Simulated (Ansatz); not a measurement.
Species: C4H3N2 (charge -1, singlet). It need not be the lowest isomer of its formula. Whether it binds its extra electron was not tested at this geometry. 
Structure (B3LYP-D3(BJ)/def2-TZVP (Ansatz, a quantum-chemistry and plane-wave program) minimum search):
```xyz
9

C      1.0030    -1.1016    -0.0208
C      1.2842     0.2991    -0.0543
N      0.4182     1.3192    -0.0375
C     -0.8696     0.9607     0.0179
C     -1.2328    -0.3750     0.0536
N     -0.3511    -1.3792     0.0359
H      2.3306     0.6089    -0.0997
H     -1.6174     1.7536     0.0339
H     -2.2926    -0.6411     0.0987
```
Charge -1, spin multiplicity 1.

Basis-set convergence of Hartree-Fock and CCSD(T) correlation energies (hartree) with Ansatz. Cores are frozen in the correlated levels unless marked. Spin-orbit coupling is left out. No relativistic terms. This anion needs diffuse functions, which these sets lack.

The Hartree-Fock reference is unstable (checked in the largest basis), which strains HF and MP2. 

```
basis    functions       E(HF)  E(corr, CCSD(T))
-------  ---------  ----------  ----------------
cc-pVDZ         99  -262.04217          -0.90286
cc-pVTZ        222  -262.11224          -1.09428
cc-pVQZ        420  -262.13282          -1.15552
cc-pV5Z        711  (withheld)        (withheld)
```

Question: What belongs in the gaps?

Answer: 
- cc-pV5Z, E(HF): -262.13864
- cc-pV5Z, E(corr, CCSD(T)): -1.17648
